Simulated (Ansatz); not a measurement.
Geometry optimisation, UKS B3LYP/6-31G* (Ansatz 0.2.0).

Input:

```yaml
crystal:
  periodic: [false, false, false]
  atoms:
    - { symbol: B, position_ang: [0.0, 0.0, 0.0] }
    - { symbol: Cl, position_ang: [0.0, 0.0, 2.11] }
    - { symbol: H, position_ang: [1.0305, 0.0, -0.595] }
    - { symbol: H, position_ang: [-1.0305, 0.0, -0.595] }
    - { symbol: Si, position_ang: [0.0, 0.0, 4.54] }
    - { symbol: H, position_ang: [-0.7436, -1.1581, 5.0274] }
    - { symbol: H, position_ang: [1.3747, -0.0649, 5.0274] }
    - { symbol: H, position_ang: [-0.6311, 1.223, 5.0274] }
magnetization:
  spin_polarized: true
  initial_magnetization: 1
basis:
  gaussian: { orbitals: "6-31G*" }
hamiltonian:
  xc: b3lyp
relax:
  f_tol: 0.15
  max_steps: 25
  restrain:
    - { distance: [1, 4], at: 3.33, k: 30.0 }
    - { distance: [0, 1], at: 1.86, k: 30.0 }
```

Command:

```bash
$ ansatz run input.yaml --threads 1 --pin off --max-ram 2048MiB --backend cpu --events-out ev --progress --plain --runs-dir out
```

Where does it end, and by what steps?

The forces met the threshold. The restraints hold the end off the free minimum. After 5 steps the energy has fallen by 1.216 eV (the restraints' own energy left out); Cl2 moved furthest, 0.57 Å. Parted: Cl2–Si5 (2.43 → 3.34 Å).

```tsv
step	energy less start (eV)	largest force component (eV/Å)	accepted
0	0.0000	1.965	yes
1	-0.5977	2.918	yes
2	-0.9594	0.858	yes
3	-1.1394	1.502	yes
4	-1.1585	1.544	yes
5	-1.2163	1.452	yes
```

```xyz
8
Properties=species:S:1:pos:R:3
B -0.001 -0.001 -0.275
Cl -0.006 0.002 1.544
H 1.056 0.000 -0.815
H -1.056 0.000 -0.820
Si 0.004 -0.001 4.883
H -0.769 -1.198 5.338
H 1.424 -0.067 5.350
H -0.652 1.265 5.337
```

Time of the run: 29 s on 1 thread of AMD EPYC 7R43 64-Core Processor (Zen 3) (shared host), peak memory 0.17 GiB.
